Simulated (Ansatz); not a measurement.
# BH3+ (doublet): from Hartree-Fock to the top rungs at a displaced geometry (v2), cc-pVTZ

Aim: climb from Hartree-Fock through coupled cluster and multireference methods for BH3+ (doublet) at one geometry and basis, and see what each rung misses.

Computed with Ansatz 0.2.0, Gaussian basis. Level: cc-pVTZ, core rule «outside noble gas», up to 1 orbitals frozen.

To be run: UHF; CCSD(T) on ROHF; CCSD(T) on UHF; BCCD(T) on ROHF; CCSDT(Q) on ROHF; CCSDT(Q) on UHF; CASSCF and MRCISD+Q, 5 electrons in 7 orbitals; CASSCF and NEVPT2, 5 electrons in 7 orbitals.

14 further runs of the same task are left out: 2 for a known fault of the program, 8 that didn't finish, 4 set aside as unsound or not needed.

**1. The geometry**

The geometry is a PBE0/def2-TZVP stationary point (not a proven minimum) with its atoms shifted at random (size 0.100 Å).

4 atoms, charge 1, spin multiplicity 2.

Atoms are counted from 1 here; the program's logs count them from 0.

Bond lengths: B1–H2 1.282 Å, B1–H3 1.181 Å, B1–H4 1.305 Å. Angles: H2–B1–H3 144.4°, H2–B1–H4 72.6°, H3–B1–H4 141.0°.

**2. UHF**

The input, in.yaml:

```yaml
crystal:
  periodic: [false, false, false]
  atoms:
    - {symbol: B, position_ang: [0.018817, 0.006921, 0.065471]}
    - {symbol: H, position_ang: [-0.146058, 0.733079, -0.977681]}
    - {symbol: H, position_ang: [-0.069437, -0.017129, 1.243098]}
    - {symbol: H, position_ang: [0.013671, -0.790183, -0.967647]}
basis:
  gaussian: {orbitals: cc-pVTZ}
total_charge: 1
magnetization: {spin_polarized: true, initial_magnetization: 1}
hamiltonian: {xc: hf}
output: {orbitals: {seedname: orbitals}}
```

Run with:

```bash
ansatz run in.yaml --threads 1 --pin off --events-out ev --progress --plain --max-ram 2393MiB
```

After this run come: CCSD(T) on ROHF; CCSD(T) on UHF; BCCD(T) on ROHF; CCSDT(Q) on ROHF; CCSDT(Q) on UHF; CASSCF and MRCISD+Q, 5 electrons in 7 orbitals; CASSCF and NEVPT2, 5 electrons in 7 orbitals.

Q: Predict the results of all the runs planned. Wanted: UCCSDT(Q) below the RHF energy; RMP2 from UCCSDT(Q); UMP2 from UCCSDT(Q); RCCSD from UCCSDT(Q); RCCSD(T) from UCCSDT(Q); UCCSD(T) from UCCSDT(Q); RCCSDT(Q) from UCCSDT(Q); NEVPT2 valence from UCCSDT(Q); MRCISD+Q valence from UCCSDT(Q).

The runs gave:

| quantity | value |
| --- | --- |
| UCCSDT(Q) below the RHF energy | -3.0218 eV |
| RMP2 from UCCSDT(Q) | +596.1 meV |
| UMP2 from UCCSDT(Q) | +610.6 meV |
| RCCSD from UCCSDT(Q) | +68.4 meV |
| RCCSD(T) from UCCSDT(Q) | +13.2 meV |
| UCCSD(T) from UCCSDT(Q) | +13.1 meV |
| RCCSDT(Q) from UCCSDT(Q) | +0.3 meV |
| NEVPT2 valence from UCCSDT(Q) | +420.5 meV |
| MRCISD+Q valence from UCCSDT(Q) | +12.7 meV |
| levels within 1 kcal/mol (43 meV) | RCCSD(T), UCCSD(T), BCCD(T), RCCSDT, UCCSDT, RCCSDT(Q), MRCISD+Q valence |
| T1 diagnostic | 0.018 |
| effectively unpaired electrons | 1.01 |

RCCSD(T) misses by +13.2 meV, 0.4 % of the correlation energy. One determinant dominates. Of the multireference levels listed MRCISD+Q valence comes nearest in total energy (+12.7 meV), which doesn't show that its space is the better one. These misses are within one basis, not against nature; the frozen cores of restricted and unrestricted runs differ, which can shift their rows.
